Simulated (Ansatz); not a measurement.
Consider the isomerisation: `CC(O)(F)C=O` → `CC1(F)OCO1`.

Gas-phase electronic energies from Ansatz, PBE0-D4/def2-TZVP geometries. CBS: MP2 limit from def2 TZ/QZ plus the TZ coupled-cluster correction, frozen cores. Functionals use def2-TZVPP. B3LYP here is the variant with VWN-RPA as its local correlation; programs differ in this. One conformer a species, not always the lowest.

Q: Is it downhill or uphill in electronic energy at CCSD(T)/CBS, and by how much? (An estimate is asked.)

A: Computed: Uphill: ΔE = +14.2 kcal/mol.

Q: What do these levels give: PBE0-D4, B3LYP-D4, ωB97X-V, ωB97M-V, r2SCAN, PBE0, HF/def2-TZVPP, CCSD/def2-TZVPP, CCSD(T)/def2-TZVPP, HF/def2-QZVPP, SCS-MP2/def2-QZVPP, CCSD/CBS(def2)? (Estimate.)

A: Computed: PBE0-D4 11.2, B3LYP-D4 15.7, ωB97X-V 10.9, ωB97M-V 12.7, r2SCAN 13.2, PBE0 11.1, HF/def2-TZVPP 12.4, CCSD/def2-TZVPP 13.0, CCSD(T)/def2-TZVPP 13.6, HF/def2-QZVPP 12.4, SCS-MP2/def2-QZVPP 14.2, CCSD/CBS(def2) 13.6 kcal/mol.

Largest T1 diagnostic among the species: 0.014.

From PBE to PBE0 (25 % exact exchange), in def2-TZVPP and without D4, ΔE moves by −2.6 kcal/mol. In def2-TZVPP, CCSD(T) changes the Hartree–Fock value by +1.2 kcal/mol (the triples alone add +0.6 kcal/mol) and MP2 by +1.6 kcal/mol.
